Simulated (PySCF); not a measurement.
Species: (CH3)2PPF2, C₂H₆F₂P₂.
Numbering: `[CH3:1][P:2]([CH3:3])[P:4]([F:5])[F:6]` (hydrogens: H7, H8, H9 on C1; H10, H11, H12 on C3)

The calculation used core-valence-separated Tamm–Dancoff BHandHLYP/aug-pcX-1 (pcseg-1 on H, def2-SVPD on P) in PySCF, non-relativistic, gas phase, PBE0-D3(BJ)/def2-SVP geometry. No empirical shift is added; at this level the pattern usually sits a few eV under experiment.

(1) Give energies, oscillator strengths and core holes at the F K edge.

(2) List the carbon K-edge absorption lines.

## Answers

(1) 
```tsv
E (eV)	f	core hole on	main final orbital
684.45	0.0230	F6	LUMO (51 %)
684.49	0.0229	F5	LUMO+1 (61 %)
685.46	0.0111	F5	LUMO (77 %)
685.55	0.0102	F6	LUMO+1 (67 %)
687.43	0.0122	F5	spread
687.51	0.0118	F6	spread
687.69	0.0060	F6	spread
687.81	0.0048	F5	spread
688.27	0.0021	F6	spread
688.31	0.0023	F5	LUMO+3 (31 %)
```

The first line with a tenth or more of the strongest one's intensity is at 684.45 eV (f = 0.023), with the hole on F6 (phosphorus-bound fluorine). It is also the strongest listed.

(2) 
| E (eV) | f | core hole on | main final orbital |
| --- | --- | --- | --- |
| 285.27 | 0.0100 | C3 | LUMO+1 (80 %) |
| 285.32 | 0.0069 | C1 | LUMO (79 %) |
| 285.90 | 0.0255 | C1/C3 | LUMO/LUMO+1 (2 roots, f summed) |
| 286.06 | 0.0612 | C1/C3 | LUMO+2 (2 roots, f summed) |
| 286.46 | 0.0688 | C1/C3 | LUMO+4 (2 roots, f summed) |
| 286.60 | 0.0188 | C3 | spread |
| 286.64 | 0.0222 | C1 | LUMO+5 (30 %) |
| 286.82 | 0.0060 | C1 | spread |

The first line with a tenth or more of the strongest one's intensity is at 285.27 eV (f = 0.010), with the hole on C3 (sp3 carbon bound to phosphorus). The strongest listed is at 286.46 eV (f = 0.069, sum of 2; C1/C3).

Roots within 0.03 eV whose holes lie on the same, on equivalent or on shared atoms are summed into one line, and the highest roots are left out, as the search may have cut off their partners. Final orbitals are the ground state's empty Kohn–Sham orbitals.

What length of transition dipole belongs to the line at 684.45 eV?

From f = (2/3) ΔE |μ|² in atomic units, with ΔE = 25.153 Eh and f = 0.0230: |μ| = 0.037 au = 0.09 D.

The ionisation thresholds weren't computed; near and above them a finite basis only mimics Rydberg series and continuum.

The values belong to the conformer `[CH3:1][P:2]([CH3:3])[P:4]([F:5])[F:6]`: C1–P2–P4–F5 87°.
